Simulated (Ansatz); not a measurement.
# CH₂Al (doublet): the correlation ladder, def2-TZVPP

One table from this session's results is given with a row withheld; the runs are named, their logs left out.

The runs use Ansatz 0.2.0, Gaussian basis; def2-TZVPP, core rule «outside noble gas», up to 6 orbitals frozen.

Plan: UHF; ROHF; CCSD(T) on UHF.

2 further runs of the same task are left out: 2 set aside as unsound or not needed.

**What is computed**

The geometry is a PBE0/def2-TZVP stationary point (not a proven minimum).

4 atoms, charge 0, spin multiplicity 2.

Atoms are counted from 1 here; the program's logs count them from 0.

Bond lengths: Al1–C2 1.971 Å, C2–H3 1.094 Å, C2–H4 1.094 Å. Angles: Al1–C2–H3 125.0°, Al1–C2–H4 125.0°, H3–C2–H4 109.9°.

The first run:

in.yaml

```yaml
crystal:
  periodic: [false, false, false]
  atoms:
    - {symbol: Al, position_ang: [0.000000, 0.000000, 0.704959]}
    - {symbol: C, position_ang: [0.000000, 0.000000, -1.265754]}
    - {symbol: H, position_ang: [0.000000, -0.896128, -1.894102]}
    - {symbol: H, position_ang: [0.000000, 0.896128, -1.894102]}
basis:
  gaussian: {orbitals: def2-TZVPP}
magnetization: {spin_polarized: true, initial_magnetization: 1}
hamiltonian: {xc: hf}
output: {orbitals: {seedname: orbitals}}
```

Run with:

```sh
$ ansatz run in.yaml --threads 1 --pin off --events-out ev --progress --plain --max-ram 4096MiB --backend cpu
```

Steps of the session up to this table: UHF; ROHF; CCSD(T) on UHF.

One table of the session follows, with a row left open; its other results are not shown here.

```
  method  from UCCSD(T) (kJ/mol)
    ROHF                  +630.3
     UHF                  +619.7
    UMP2                       ?
   UCCSD                   +20.7
UCCSD(T)                       0
```

**Question.** Estimate the row for UMP2.

As computed: from UCCSD(T) (kJ/mol): +100.0. In the column «from UCCSD(T) (kJ/mol)» it lies between UCCSD (+20.7) and UHF (+619.7).

With the free atoms at the same levels and basis (separate runs), the atomisation energy is 11.695 eV at UCCSD(T), 9.226 eV at ROHF.

Limits of these values: Warnings: spin contamination; coupled cluster took another determinant than the lowest.
